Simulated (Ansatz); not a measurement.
Ansatz (a first-principles code) input (HF/3-21G): The .json file is the Basis Set Exchange's 3-21G.

Ansatz 0.2 input:
```yaml
crystal:
  periodic: [false, false, false]
  atoms:
    - {symbol: O, position_ang: [0.10632888, -0.64652588, -0.06439096]}
    - {symbol: C, position_ang: [-0.03344684, 0.87495807, 0.02085828]}
    - {symbol: C, position_ang: [1.43786779, -1.33790547, 0.02711308]}
    - {symbol: C, position_ang: [-1.51540743, 1.20450658, 0.04354470]}
    - {symbol: H, position_ang: [0.47228190, 1.12200066, 0.93729224]}
    - {symbol: H, position_ang: [0.48568055, 1.25861148, -0.84062702]}
    - {symbol: H, position_ang: [1.22600928, -2.38820692, 0.12679941]}
    - {symbol: H, position_ang: [1.98796019, -1.11256520, -0.86969271]}
    - {symbol: H, position_ang: [1.90929432, -0.94568846, 0.91014972]}
    - {symbol: H, position_ang: [-2.00296191, 0.90916797, -0.87754628]}
    - {symbol: H, position_ang: [-2.00336784, 0.73847431, 0.88896816]}
    - {symbol: H, position_ang: [-1.62345083, 2.27843970, 0.14174170]}
    - {symbol: H, position_ang: [-0.63615770, -1.13738143, -0.45105406]}
basis:
  gaussian:
    orbitals: 3-21G.json
hamiltonian:
  xc: {name: HF}
total_charge: 1
phonons: {temperatures: {t_min: 298.15, t_max: 298.15, t_step: 100}}
```

Task: Which harmonic wavenumbers does it give?

Result: 65, 120, 244, 269, 342, 418, 800, 908, 968, 1016, 1176, 1247, 1276, 1309, 1410, 1499, 1549, 1593, 1614, 1639, 1648, 1652, 1659, 1663, 3213, 3262, 3278, 3292, 3299, 3373, 3375, 3382, 3858 cm⁻¹ (unscaled; negative means imaginary).
